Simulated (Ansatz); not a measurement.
What does this script print? It uses Ansatz's Python interface.

`c4h10n2.py`
```python
"""Rank force-field conformers of C4H10N2 by single points."""

import ansatz as az
from rdkit import Chem
from rdkit.Chem import AllChem

BASIS = "6-31G*"
XC = "pbe0"


def main() -> None:
    rd = Chem.AddHs(Chem.MolFromSmiles("CCNCC=N"))
    ids = list(AllChem.EmbedMultipleConfs(rd, numConfs=20, randomSeed=736, pruneRmsThresh=0.4))
    field = [energy for _, energy in AllChem.MMFFOptimizeMoleculeConfs(rd)]
    distinct = {round(e, 2): i for i, e in zip(ids, field)}
    chosen = sorted(distinct.items())[:4]
    found = []
    for force_field, index in chosen:
        geometry = az.Crystal.molecule()
        for atom, xyz in zip(rd.GetAtoms(), rd.GetConformer(index).GetPositions()):
            geometry = geometry.atom(atom.GetSymbol(), xyz.round(5).tolist())
        setup = geometry.calculation().basis(gaussian=BASIS).functional(XC)
        found.append(setup.run().report["free_energy_ev"])
    print("conformer   MMFF (kcal/mol)   this level (kcal/mol)")
    for (force_field, index), e in zip(chosen, found):
        print(f"{index:9d} {force_field - chosen[0][0]:17.2f} {23.060548 * (e - min(found)):17.3f}")


if __name__ == "__main__":
    main()
```

`python c4h10n2.py` gives:
```text
conformer   MMFF (kcal/mol)   this level (kcal/mol)
        2              0.00             0.892
        3              1.32             0.000
        4              1.62             1.683
        6              3.49             3.774
```

The conformers keep their force-field geometries. Finished in 16 s on 1 thread of Arm Neoverse V2 (shared host), peak memory 0.35 GiB.
